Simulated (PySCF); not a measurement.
## State search for SiH

Unrestricted PBE0; basis Si cc-pV(D+d)Z, H cc-pVDZ; no relativity; PySCF 2.14. Outer shells of the fragments: Si 3s2 3p2; H 1s1.

Followed along the bond (rough minima from three points):

```json
{"2Ms+1": "2", "unpaired": "π ↑", "⟨S²⟩ at the start": "0.76", "R at minimum (Å)": "1.54", "Te (eV)": "0.00"}
{"2Ms+1": "4", "unpaired": "σ ↑, π ↑↑", "⟨S²⟩ at the start": "3.75", "R at minimum (Å)": "1.51", "Te (eV)": "1.56"}
```

Solutions found at the starting distance of 1.435 Å, counted from the lowest of them; the search is not exhaustive and high or unbound solutions are not listed, so other states can lie among these:

```tsv
2Ms+1	unpaired	term	E (eV)	⟨S²⟩	⟨Lz²⟩	μ (D)
2	π ↑	²Π	0.00	0.76	1.01	0.44
4	σ ↑, π ↑↑	⁴Σ⁻	1.51	3.75	0.00	-0.01
2	σ ↑, π ↑↓	mixed	2.37	1.76	2.02	0.23
2	σ ↓, π ↑↑	mixed	2.47	1.78	0.00	0.45
2	σ ↑	mixed	3.38	0.76	2.00	0.23
4	σ ↑↑, π ↑	⁴Π	6.44	3.75	1.00	0.41
2	π ↑	²Π	7.08	0.79	1.01	-0.18
```

A term symbol is given only where ⟨S²⟩ and ⟨Lz²⟩ are close to those of a pure state; real π, δ and φ orbitals otherwise mix terms. A positive dipole means Si(−)H(+).

Task: Compare the gap between the two lowest followed solutions at the starting distance with the gap between their minima.

Result: At PBE0 the second solution (quartet, unpaired electrons σ ↑, π ↑↑) lies +1.51 eV from the first (doublet, unpaired electrons π ↑) at 1.435 Å and +1.56 eV at the minima; the two curves relax by different amounts, since their minima lie near 1.51 and 1.54 Å.

Counting both spins, an empty level lies below a filled one in some of these solutions, because spin and occupation are held.
